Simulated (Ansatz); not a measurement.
**Low-lying states of PN**

Computed with Ansatz's Gaussian-basis code (development build). State-averaged CASSCF with equal weights; occupations are averaged over the states; levels count from the state that is lowest in CASSCF. Solutions may break the symmetry of the shape. No proof that the lowest CASSCF solution was found. The average may hold one member of a degenerate pair alone.

Geometry: bond length 1.4886 Å.

Basis cc-pVDZ, nonrelativistic, 6 orbitals frozen in the corrections; active space CAS(10,8). Averaged: 2 singlets.

Question: Give the levels in order.

Answer: 

```
  state  CASSCF (eV)  SC-NEVPT2 (eV)
singlet        0.000           0.000
singlet        5.663           5.446
```

Occupations: 1.99, 1.97, 1.93, 1.91, 1.50, 0.58, 0.10, 0.03.
